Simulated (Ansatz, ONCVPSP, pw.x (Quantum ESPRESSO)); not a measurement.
pw.x on bcc Ga: one setting changed

Potential: optimised norm-conserving Vanderbilt (ONCV), ONCVPSP 4.0.1.1 (patched build), PBEsol; core [Ar] 3d10, reference 4s2 4p1; waves: 4s: rc 1.70 bohr, ncon 3, nbas 6, qcut 3.5 1/bohr, 2 projectors, debl 2.5 Ha; 4p: rc 2.35 bohr, ncon 4, nbas 8, qcut 4.1 1/bohr, 1 projector; d scattering state at 0.25 Ha: rc 2.20 bohr, ncon 4, nbas 8, qcut 4.4 1/bohr, 1 projector; local part: polynomial inside 1.70 bohr (lpopt 5, dvloc0 4 Ha); core correction: none.

The reference run (k-mesh 14³, cutoffs 65/260 Ry, Fermi–Dirac 0.01 Ry, mixing_beta 0.4, conv_thr 1e-9, no spin) gives -1.18 GPa at 18.120 Å³/atom, where all-electron LAPW gives -0.58 GPa. This run, with its own iteration cap, changes degauss to 0.02.

```
&control
  calculation='scf', prefix='x', pseudo_dir='./', outdir='./tmp', tstress=.true., disk_io='none'
/
&system
  ibrav=0, nat=1, ntyp=1, ecutwfc=65, ecutrho=260, nbnd=8,
  occupations='smearing', smearing='fd', degauss=0.02
/
&electrons
  conv_thr=1e-09, mixing_beta=0.4, electron_maxstep=60
/
ATOMIC_SPECIES
Ga 1.0 Ga.UPF
CELL_PARAMETERS angstrom
  -1.65462431 1.65462431 1.65462431
  1.65462431 -1.65462431 1.65462431
  1.65462431 1.65462431 -1.65462431
ATOMIC_POSITIONS crystal
Ga 0.0000 0.0000 0.0000
K_POINTS automatic
14 14 14 0 0 0
```

```bash
pw.x < Ga.scf.in > Ga.scf.out
```

Q: How does the run end?

A: It converges in 5 iterations; the free energy moves by -35.8 meV/atom and the pressure by +0.32 GPa. In a metal, with Fermi–Dirac smearing, F lies below its zero-width value by a term in the square of the width.

```
Message from routine setup:
     using ibrav=0 with symmetry is DISCOURAGED, use correct ibrav instead
     lattice parameter (alat)  =       5.4158  a.u.
     unit-cell volume          =     122.2798 (a.u.)^3
     number of electrons       =         3.00
     number of Kohn-Sham states=            8
     kinetic-energy cutoff     =      65.0000  Ry
     charge density cutoff     =     260.0000  Ry
     scf convergence threshold =      1.0E-09
     Exchange-correlation= PBESOL
     number of k points=   104  Fermi-Dirac smearing, width (Ry)=  0.0200
     iteration #  1     ecut=    65.00 Ry     beta= 0.40
     total energy              =      -4.44929508 Ry
     estimated scf accuracy    <       0.00266834 Ry
     iteration #  2     ecut=    65.00 Ry     beta= 0.40
     total energy              =      -4.44913217 Ry
     estimated scf accuracy    <       0.00087409 Ry
     iteration #  3     ecut=    65.00 Ry     beta= 0.40
     total energy              =      -4.44915389 Ry
     estimated scf accuracy    <       0.00000061 Ry
     iteration #  4     ecut=    65.00 Ry     beta= 0.40
     c_bands:  1 eigenvalues not converged
     total energy              =      -4.44915504 Ry
     estimated scf accuracy    <       0.00000002 Ry
     iteration #  5     ecut=    65.00 Ry     beta= 0.40
     the Fermi energy is     6.0587 ev
!    total energy              =      -4.44915504 Ry
     estimated scf accuracy    <          4.1E-11 Ry
     smearing contrib. (-TS)   =      -0.00703545 Ry
     The total energy is F=E-TS. E is the sum of the following terms:
     one-electron contribution =       2.34663302 Ry
     hartree contribution      =       0.01533817 Ry
     xc contribution           =      -1.56658926 Ry
     ewald contribution        =      -5.23750151 Ry
     convergence has been achieved in   5 iterations
          total   stress  (Ry/bohr**3)                   (kbar)     P=       -8.60
     Message from routine punch:
     Nothing written, as per user request (disk_io='none')
```

The run took about 9.8 s on one core of a shared host (Neoverse-V1, 64 threads, 503 GiB, load 48).
